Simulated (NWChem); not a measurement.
# C3H6F2 (1,3-difluoropropane) at 4 levels

We compute a comparison of 4 runs (HF/def2-TZVP, CAM-B3LYP/6-311+G**, TPSS/STO-3G, TPSS/cc-pVDZ) of C3H6F2 (1,3-difluoropropane). 

The calculation is run with NWChem 7.3.0.

**1. The molecule**

C3H6F2 has 11 atoms, charge 0, and is taken as a singlet. As SMILES, `FCCCF`. Geometry: relaxed at PBE0-D4/def2-TZVP. This is one conformer, not always the lowest.

Bond lengths: F1–C2 1.383 Å, C2–C3 1.509 Å, C3–C4 1.507 Å, C4–F5 1.386 Å, C2–H6 1.096 Å, C2–H7 1.093 Å, C3–H8 1.093 Å, C3–H9 1.095 Å, C4–H10 1.095 Å, C4–H11 1.093 Å. Some angles: F1–C2–C3 109.8°, C2–C3–C4 112.4°, C3–C4–F5 110.3°, F1–C2–H6 107.7°, F1–C2–H7 107.9°, C3–C2–H6 111.1°, C3–C2–H7 111.3°, C2–C3–H8 109.6°, C2–C3–H9 109.3°, C4–C3–H8 109.6°.

**2. Energy and forces at HF/def2-TZVP (run 1)**

c3h6f2.nw reads:

```
start c3h6f2
title "C3H6F2 gradient"
memory stack 880 mb heap 220 mb global 1100 mb
charge 0
geometry units angstrom noautosym nocenter noautoz
F       -1.964400       1.432700      -0.107100
C       -0.715300       1.000700       0.300600
C       -0.375000      -0.298800      -0.387800
C        0.967500      -0.838200       0.034700
F        1.975600       0.040200      -0.331200
H       -0.744500       0.875300       1.388600
H        0.008000       1.781800       0.054100
H       -0.388200      -0.154300      -1.471600
H       -1.138100      -1.046200      -0.147100
H        1.026200      -0.968100       1.120800
H        1.173400      -1.798000      -0.445900
end
basis "ao basis" spherical bse
F library def2-TZVP
C library def2-TZVP
H library def2-TZVP
end
scf
thresh 1e-08
maxiter 80
end
task scf gradient
```

Launch:

```
$ nwchem c3h6f2.nw > c3h6f2.out
```

The log of the run:

```text
[...]
  functions       =   191
[...]
  wavefunction    = RHF
[...]
         Total SCF energy =   -316.099098288265
      One-electron energy =   -802.655265367894
      Two-electron energy =    302.052624799487
 Nuclear repulsion energy =    184.503542280142
        Time for solution =    129.3s
[...]
                         RHF ENERGY GRADIENTS
    atom               coordinates                        gradient
                 x          y          z           x          y          z
   1 F      -3.712178   2.707410  -0.202390   -0.012549   0.004662  -0.004099
   2 C      -1.351721   1.891049   0.568052    0.004202  -0.009877  -0.003673
   3 C      -0.708647  -0.564650  -0.732836    0.006130   0.003097   0.006905
   4 C       1.828310  -1.583968   0.065573   -0.011098   0.002146  -0.002239
   5 F       3.733343   0.075967  -0.625877    0.009899   0.008863  -0.003624
   6 H      -1.406901   1.654077   2.624074    0.001126  -0.001685   0.008242
   7 H       0.015118   3.367114   0.102234    0.006780   0.005156  -0.001666
   8 H      -0.733592  -0.291585  -2.780921    0.000011   0.000756  -0.006166
   9 H      -2.150697  -1.977031  -0.277979   -0.004405  -0.003983   0.001364
  10 H       1.939237  -1.829444   2.118005   -0.000707  -0.001380   0.008212
  11 H       2.217404  -3.397727  -0.842629    0.000612  -0.007756  -0.003257
[...]
```

It took 2.8 min on 1 thread of Intel Xeon Platinum 8488C (Sapphire Rapids), shared host; peak memory 0.12 GiB.

**3. Energy and forces at CAM-B3LYP/6-311+G(d,p) (run 2)**

nw.nw reads:

```
START nw
TITLE "C3H6F2"
memory stack 880 mb heap 220 mb global 1100 mb
GEOMETRY units bohr noautosym nocenter noautoz
  F  -3.71217800  2.70741062 -0.20238967
  C  -1.35172110  1.89104893  0.56805167
  C  -0.70864730 -0.56465017 -0.73283579
  C   1.82831003 -1.58396844  0.06557350
  F   3.73334293  0.07596699 -0.62587729
  H  -1.40690110  1.65407728  2.62407370
  H   0.01511781  3.36711401  0.10223418
  H  -0.73359168 -0.29158474 -2.78092096
  H  -2.15069730 -1.97703147 -0.27797871
  H   1.93923695 -1.82944386  2.11800504
  H   2.21740463 -3.39772757 -0.84262888
END
BASIS spherical bse
  * library 6-311+G**
END
DFT
  xc xcamb88 1.00 lyp 0.81 vwn_5 0.19 hfexch 1.00
  cam 0.33 cam_alpha 0.19 cam_beta 0.46
  grid fine
  convergence energy 1e-08
  direct
  iterations 100
  mulliken
  print low
END
TASK dft gradient
```

Launch:

```
$ nwchem nw.nw > nw.out
```

The log of the run:

```text
[...]
 d= 0,ls=0.0,diis     1   -317.4882224356 -5.02D+02  6.33D-03  1.24D+00    19.3
[...]
 d= 0,ls=0.0,diis     8   -317.5942404763 -6.23D-09  1.56D-06  2.78D-07   164.8
         Total DFT energy =     -317.594240476291
      One electron energy =     -802.640565087601
           Coulomb energy =      339.931391953562
    Exchange-Corr. energy =      -39.388596339686
 Nuclear repulsion energy =      184.503528997434
[...]
                         DFT ENERGY GRADIENTS
    atom               coordinates                        gradient
                 x          y          z           x          y          z
   1 F      -3.712178   2.707411  -0.202390    0.005983  -0.001964   0.001913
   2 C      -1.351721   1.891049   0.568052   -0.007522  -0.000142  -0.004101
   3 C      -0.708647  -0.564650  -0.732836    0.001894   0.001027   0.002343
   4 C       1.828310  -1.583968   0.065574    0.003639   0.006975  -0.003091
   5 F       3.733343   0.075967  -0.625877   -0.004691  -0.004258   0.001590
   6 H      -1.406901   1.654077   2.624074    0.000534  -0.000430   0.001009
   7 H       0.015118   3.367114   0.102234    0.001138   0.000332  -0.000050
   8 H      -0.733592  -0.291585  -2.780921    0.000048  -0.000002  -0.000364
   9 H      -2.150697  -1.977031  -0.277979   -0.000193  -0.000212   0.000115
  10 H       1.939237  -1.829444   2.118005   -0.000547  -0.000328   0.000933
  11 H       2.217405  -3.397728  -0.842629   -0.000282  -0.000998  -0.000298
[...]
```

Wall time 4.1 min (1 thread of Intel Xeon Platinum 8488C (Sapphire Rapids), shared host); peak memory 0.13 GiB.

Run 3 isn't shown in full; the table further down has it.

**4. Energy and gradient at TPSS/cc-pVDZ (run 4)**

c3h6f2.nw reads:

```
START c3h6f2
TITLE "C3H6F2"
memory stack 880 mb heap 220 mb global 1100 mb

GEOMETRY units angstrom noautosym nocenter noautoz
  F       -1.964400       1.432700      -0.107100
  C       -0.715300       1.000700       0.300600
  C       -0.375000      -0.298800      -0.387800
  C        0.967500      -0.838200       0.034700
  F        1.975600       0.040200      -0.331200
  H       -0.744500       0.875300       1.388600
  H        0.008000       1.781800       0.054100
  H       -0.388200      -0.154300      -1.471600
  H       -1.138100      -1.046200      -0.147100
  H        1.026200      -0.968100       1.120800
  H        1.173400      -1.798000      -0.445900
END

BASIS spherical bse
  F library cc-pVDZ
  C library cc-pVDZ
  H library cc-pVDZ
END

DFT
  xc xtpss03 ctpss03
  grid fine
  convergence energy 1e-08
  iterations 100
  mulliken
END

TASK dft gradient
```

Launch:

```
$ nwchem c3h6f2.nw > c3h6f2.out
```

The log of the run:

```text
[...]
          Wavefunction type:  closed shell.
          No. of atoms     :    11
          No. of electrons :    42
[...]
          Charge           :     0
          Spin multiplicity:     1
[...]
          AO basis - number of functions:   100
[...]
              XC Information
              --------------
                  TPSS metaGGA Exchange Functional  1.000
             TPSS03 metaGGA Correlation Functional  1.000
[...]
 d= 0,ls=0.0,diis     1   -317.5558635713 -5.02D+02  1.51D-02  7.82D-01     3.7
[...]
 d= 0,ls=0.0,diis    10   -317.6506092732 -2.61D-09  1.52D-07  6.71D-10    31.0
         Total DFT energy =     -317.650609273238
      One electron energy =     -802.903555063382
           Coulomb energy =      340.324319202559
    Exchange-Corr. energy =      -39.574915692557
 Nuclear repulsion energy =      184.503542280142
[...]
      Total Density - Mulliken Population Analysis
     ---------------------------------------------
    Atom       Charge   Shell Charges
 -----------   ------   -------------------------------------------------------
    1 F    9     9.24   2.01  0.90  1.01  3.33  1.99  0.01
    2 C    6     5.78   2.01  0.69  0.34  2.03  0.59  0.12
    3 C    6     6.10   2.01  0.67  0.41  2.14  0.80  0.07
    4 C    6     5.79   2.01  0.69  0.34  2.02  0.61  0.12
    5 F    9     9.24   2.01  0.90  1.01  3.33  1.99  0.01
    6 H    1     0.98   0.78  0.18  0.03
    7 H    1     0.97   0.77  0.17  0.03
    8 H    1     0.96   0.76  0.17  0.03
    9 H    1     0.97   0.77  0.18  0.03
   10 H    1     0.98   0.78  0.18  0.03
[...]
  wavefunction    = closed shell
[...]
```

Run time: 39 s. Hardware: 1 thread of Intel Xeon Platinum 8488C (Sapphire Rapids), shared host; peak memory 0.12 GiB.

**5. All runs side by side**

| run | level | iteration cap | module | energy (Eh) | dipole moment (D) | HOMO energy (eV) | LUMO energy (eV) | wall time |
| --- | --- | --- | --- | --- | --- | --- | --- | --- |
| 1 | HF/def2-TZVP | 80 | scf | -316.099098 | 2.19 | -13.44 | 3.77 | 2.8 min |
| 2 | CAM-B3LYP/6-311+G** | 100 | dft | -317.594240 | – | – | – | 4.1 min |
| 3 | TPSS/STO-3G | 100 | dft | -313.336432 | 0.90 | -2.85 | 7.01 | 19 s |
| 4 | TPSS/cc-pVDZ | 100 | dft | -317.650609 | 1.72 | -7.37 | 1.23 | 39 s |

**6. Results**

| quantity | value |
| --- | --- |
| run 4: total energy | -317.65061 Eh |
| run 4: dipole moment | 1.72 D |
| run 4: HOMO energy | -7.37 eV |
| run 4: LUMO energy | 1.23 eV |
| run 4: HOMO–LUMO gap | 8.59 eV |
| run 4: largest force on an atom | 0.842 eV/Å |

What this shows: Over runs 1, 3, 4 the dipole moment (its size) runs from 0.90 D (TPSS/STO-3G) to 2.19 D (HF/def2-TZVP). The two ends differ in method and basis. Over runs 1, 3, 4 the HOMO–LUMO gap runs from 8.59 eV (TPSS/cc-pVDZ) to 17.21 eV (HF/def2-TZVP). Totals of different functionals can't be ranked against each other. In run 3 the basis is minimal, so the values are rough. All runs together took 7.9 min, the longest 4.1 min.
